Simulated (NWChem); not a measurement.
System: methanethiol (CH4S); SMILES CS

Question: Give the equilibrium geometry at PBE0/def2-SVP (NWChem) as a Z-matrix, with the point group.

Answer: point group Cs; any orientation.
```
C
H 1 1.0987
H 1 1.0990 2 108.29
H 1 1.0990 2 108.29 3 119.17
S 1 1.8122 2 106.21 3 -120.41
H 5 1.3500 1 97.01 2 180.00
```
